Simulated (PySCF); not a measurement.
**Two-dimensional NMR puzzle**

Compound of formula C4H10O. Correlations simulated from computed shifts and couplings:

HSQC (one-bond C–H):
```csv
δH,δC,"¹J(C,H) (Hz)"
3.52,61.6,144
3.25,80.6,143
1.68,27.7,135
0.91,11.7,132
```

COSY cross peaks (|J| ≥ 2 Hz):
```csv
δH,δH,abs. J (Hz),bonds
3.25,1.68,7.4,3
1.68,0.91,8.0,3
```

HMBC (two and three bonds, |J| ≥ 2.5 Hz):
```csv
δH,δC [abs. J in Hz]
3.52,80.6 [5.9]
1.68,"80.6 [5.8], 11.7 [3.5]"
0.91,"80.6 [7.2], 27.7 [3.7]"
```

Single conformer, non-relativistic, gas phase, averaged over atoms made equivalent by symmetry, fast rotation or ring inversion. NMR shieldings at PBE0/pcSseg-1/GIAO; J: B3LYP/pcJ-1 (without the spin–dipole term); coordinates at the GFN2-xTB level; PySCF 2.14.

Chemical shifts δ = σref − σ; ¹H (σref 31.72) and ¹³C (σref 186.93) vs TMS, all at this level.

Exchangeable hydrogens are left out of these lists, and C,H couplings along chains are those of one rotamer, so weak HMBC peaks may be missing or extra.

Problem. Assemble the structure.

Solution. SMILES CCCOC.

Numbering as in the mapped SMILES `[CH3:1][CH2:2][CH2:3][O:4][CH3:5]` (H(Xn): hydrogen on atom n).

- δC 80.6 is C3, an sp3 CH2 bonded to O (δH 3.25).
- δC 61.6 is C5, a methyl carbon bonded to O (δH 3.52).
- δC 27.7 is C2, an sp3 CH2 (δH 1.68).
- δC 11.7 is C1, a methyl carbon (δH 0.91).
- COSY links 3.25–1.68, 1.68–0.91.

Unscaled 3J(H,H) at this level run about 10 % above measured values. Shifts are as computed. Against solution values, carbons near 30 ppm lie about +3 ppm off and those near 130 ppm about +5 ppm. Of 1211 compounds with measured shifts, 218 miss one by over three times the rms of a fit or turn the order of signals round; such compounds aren't used in these exercises. Chain 3J(H,H) values assume equally populated staggered rotamers: (2 J gauche + J anti)/3.
